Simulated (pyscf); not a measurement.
Single points on ωB97X-D3(BJ)/def2-SVP structures (PySCF, gas phase).

Problem. Estimate the classical barrier height and the reaction energy of H₃C–Cl + •H₂Si–Cl → H₃C–SiH₂–Cl + Cl• at ωB97M-D3(BJ)/def2-TZVP. The step runs on the doublet surface, breaks C–Cl and forms C–Si; take the separated reactants as zero.

Solution. ΔE‡ = 73.6 kJ/mol, ΔE = -35.8 kJ/mol. Zero-point energy shifts the barrier by -0.6 kJ/mol. It is a substitution at C, with an imaginary mode of 803i cm⁻¹. This is the saddle that the search found; another between the same sides may lie lower. The angle at the attacked C is 180°. Left out: the spin-orbit lowering of Cl.
